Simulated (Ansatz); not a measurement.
Computed with Ansatz.

A structure relaxed at PBE0-D4/def2-TZVP, charge 0, multiplicity 1:

```json
{"atom": "F1", "x (Å)": "-0.0583", "y (Å)": "-0.6345", "z (Å)": "-1.4259"}
{"atom": "Si2", "x (Å)": "0.0000", "y (Å)": "0.0000", "z (Å)": "0.0000"}
{"atom": "F3", "x (Å)": "-0.5121", "y (Å)": "-1.0356", "z (Å)": "1.0510"}
{"atom": "F4", "x (Å)": "-0.9029", "y (Å)": "1.2738", "z (Å)": "0.0410"}
{"atom": "F5", "x (Å)": "1.4733", "y (Å)": "0.3964", "z (Å)": "0.3339"}
```

(1) Give its formula and SMILES.

(2) Point group (tolerance 0.08 Å, 0.16 Å for H)?

(3) Summarise the bond lengths by kind.

Results:

(1) F4Si, `F[Si](F)(F)F` (silicon tetrafluoride).

(2) Td.

(3) 4 × F–Si 1.562 Å.
